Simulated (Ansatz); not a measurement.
Coupled-cluster diagnostics for BN₂⁻, Ansatz.

Geometry of the singlet (PBE0-D4/def2-TZVPD):

```tsv
atom	x (Å)	y (Å)	z (Å)
B1	-0.775	-0.034	-0.457
N2	0.090	-0.185	0.748
N3	0.685	0.219	-0.291
```

Correlated methods freeze 3 core orbitals. The structure comes from a short search, and lower isomers may exist.

Geometry of the charge -1 triplet (PBE0-D4/def2-TZVPD):

Cartesian coordinates in Å:
```
B -0.731 0.566 0.051
N -0.025 -0.772 -0.194
N 0.756 0.207 0.143
```

Geometry of the charge -1 quintet (PBE0-D4/def2-TZVPD):

| atom | x (Å) | y (Å) | z (Å) |
| --- | --- | --- | --- |
| B1 | 0.630 | -0.136 | 0.691 |
| N2 | -0.790 | 0.060 | 0.086 |
| N3 | 0.160 | 0.076 | -0.777 |

Task: Estimate the CCSD(T) correlation energy, the shares of MP2 and (T), T1 and the reference's ⟨S²⟩ for: charge -1, singlet, own geometry in def2-TZVPPD; charge -1, triplet, own geometry in def2-TZVPPD; charge -1, quintet, own geometry in def2-TZVPPD; charge 0, doublet, vertical in def2-TZVPPD; and the rough time on 4 threads of Arm Neoverse V2 on a shared host.

Result: 
```
                           state        basis  correlation (eV)  MP2 share (%)  (T) share (%)     T1  ⟨S²⟩ (pure)  wall time
charge -1, singlet, own geometry  def2-TZVPPD           -14.015           93.1            5.3  0.016  0.00 (0.00)        1 s
charge -1, triplet, own geometry  def2-TZVPPD           -13.449           91.6            5.2  0.024  2.08 (2.00)      2.8 s
charge -1, quintet, own geometry  def2-TZVPPD           -12.628           92.9            5.1  0.022  6.04 (6.00)      2.7 s
     charge 0, doublet, vertical  def2-TZVPPD           -12.915           93.3            5.4  0.018  0.77 (0.75)      2.6 s
```
Customary marks for T1 are 0.02 (closed shells), 0.045 (open shells) and about 0.05 (3d metals). T1 exceeds 0.02 in 2 of 4 rows and 0.045 in 0; the higher it lies, the less the single-reference result can be trusted.
